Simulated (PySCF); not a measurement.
# AlNH₆: electronic excitations and core binding energies

What electronic excitations and core binding energies should AlNH₆ (`[NH3+][AlH3-]`) show?

Programs: PySCF 2.14.0, with density-fitted response routines of our own. Each step states its level of theory. These are calculated values for one molecule in the gas phase, unless marked as measured. Atoms are numbered from 0 throughout.

## Step 1: Starting geometry

8 atoms, charge 0, multiplicity 1; geometry from: GFN2-xTB.

Bonds of the start (Å): N0–Al1 2.05, N0–H2 1.02, N0–H3 1.02, N0–H4 1.02, Al1–H5 1.57, Al1–H6 1.57, Al1–H7 1.57.

## Step 2: Excited states and response: B3LYP/def2-SVPD

The job: settings as JSON, then the geometry in Å.

```
{"job": {"kind": "uv", "xc": "B3LYP", "basis": "def2-SVPD", "nstates": 8, "ntriplets": 3}, "charge": 0, "multiplicity": 1}
N     -0.962690    -0.115438     0.017595
Al     1.074495     0.129865    -0.027009
H     -1.384126     0.527859     0.684057
H     -1.207362    -1.064295     0.292207
H     -1.366592     0.065299    -0.898800
H      1.095527     1.635446    -0.472539
H      1.399296    -0.968079    -1.101386
H      1.360509    -0.201244     1.481308
```

Level: TDDFT B3LYP/def2-SVPD, vertical, gas phase, core orbitals frozen in the response.

**Question.** This job is followed by: delta-SCF UKS SCAN, pcX-2 on the ionised atom, pcseg-1 elsewhere, spin-free X2C. Predict these results of the whole session: lowest singlet (B3LYP/def2-SVPD); brightest single state of those computed; lowest triplet; N1s binding energies, SCAN/pcX-2; Al1s binding energies, SCAN/pcX-2; Al2p binding energies, SCAN/pcX-2.

**Answer**, as computed:

```
                                quantity                        value
        lowest singlet (B3LYP/def2-SVPD)  5.65 eV (219 nm), f = 0.010
brightest single state of those computed  state 6, 7.54 eV, f = 0.106
                          lowest triplet                      5.49 eV
        N1s binding energies, SCAN/pcX-2                 N0 407.81 eV
       Al1s binding energies, SCAN/pcX-2               Al1 1565.33 eV
       Al2p binding energies, SCAN/pcX-2                 Al1 79.03 eV
```

The first singlet state (HOMO→LUMO 0.99) lies at 5.65 eV and is weak; of the 8 states computed, the strongest absorption comes from state 6 at 7.54 eV. The lowest triplet lies 0.16 eV below the lowest singlet (triplets in Tamm-Dancoff, singlets in full TDDFT). States above −ε(HOMO) lie where TDDFT describes them poorly and they hang on the basis; the brightest is among them.
